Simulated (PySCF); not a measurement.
Compound: C4H8O.
SMILES with atom numbers: `[OH:1][CH2:2][CH:3]1[CH2:4][CH2:5]1` (hydrogens: H6 on O1; H7, H8 on C2; H9 on C3; H10, H11 on C4; H12, H13 on C5)

The calculation used core-valence-separated Tamm–Dancoff BHandHLYP/aug-pcX-1 (pcseg-1 on H) in PySCF, non-relativistic, gas phase, PBE0-D3(BJ)/def2-SVP geometry. No empirical shift is added; at this level the pattern usually sits a few eV under experiment.

Problem. Give energies, oscillator strengths and core holes at the C K edge.

Solution. 
| E (eV) | f | core hole on | main final orbital |
| --- | --- | --- | --- |
| 285.77 | 0.0084 | C4 | LUMO (64 %) |
| 285.83 | 0.0087 | C5 | LUMO+1 (80 %) |
| 285.90 | 0.0152 | C3 | LUMO+2 (52 %) |
| 286.00 | 0.0209 | C4 | LUMO+2 (59 %) |
| 286.07 | 0.0280 | C5 | LUMO+2 (61 %) |
| 286.54 | 0.0181 | C4/C5 | LUMO/LUMO+1 (2 roots, f summed) |
| 286.55 | 0.0000 | C3 | LUMO (76 %) |
| 286.79 | 0.0150 | C2 | LUMO+3 (38 %) |
| 286.81 | 0.0501 | C3 | spread |
| 286.89 | 0.0035 | C3 | LUMO+1 (63 %) |
| 286.91 | 0.0415 | C4 | spread |
| 286.97 | 0.0166 | C5 | LUMO+3 (31 %) |
| 287.02 | 0.0073 | C3 | LUMO+3 (66 %) |
| 287.06 | 0.0056 | C4 | LUMO+3 (43 %) |
| 287.11 | 0.0274 | C5 | LUMO+3 (32 %) |
| 287.33 | 0.0274 | C2 | spread |
| 287.39 | 0.0163 | C2 | spread |
| 287.64 | 0.0015 | C5 | LUMO+5 (50 %) |

The first line with a tenth or more of the strongest one's intensity is at 285.77 eV (f = 0.008), with the hole on C4 (three-membered-ring carbon). The strongest listed is at 286.81 eV (f = 0.050; C3).

Problem. What does the O 1s absorption edge look like?

Solution. 
| E (eV) | f | core hole on | main final orbital |
| --- | --- | --- | --- |
| 532.20 | 0.0199 | O1 | LUMO (49 %) |
| 534.24 | 0.0057 | O1 | LUMO+3 (54 %) |
| 534.39 | 0.0208 | O1 | spread (2 roots, f summed) |
| 534.99 | 0.0101 | O1 | LUMO (30 %) |
| 535.31 | 0.0057 | O1 | spread |
| 535.43 | 0.0089 | O1 | LUMO+5 (50 %) |

The first line with a tenth or more of the strongest one's intensity is at 532.20 eV (f = 0.020), with the hole on O1 (alcohol oxygen). The strongest listed is at 534.39 eV (f = 0.021, sum of 2; O1).

Roots within 0.03 eV whose holes lie on the same, on equivalent or on shared atoms are summed into one line, and the highest roots are left out, as the search may have cut off their partners. Final orbitals are the ground state's empty Kohn–Sham orbitals.

Problem. What length of transition dipole belongs to the line at 287.11 eV?

Solution. From f = (2/3) ΔE |μ|² in atomic units, with ΔE = 10.551 Eh and f = 0.0274: |μ| = 0.062 au = 0.16 D.

The list ends where the root search ended, not at a threshold.

Shape of the structure used: `[OH:1][CH2:2][CH:3]1[CH2:4][CH2:5]1`: O1–C2–C3–C4 83°, H–O1–C2–C3 -52°.

One conformer stands for the species.
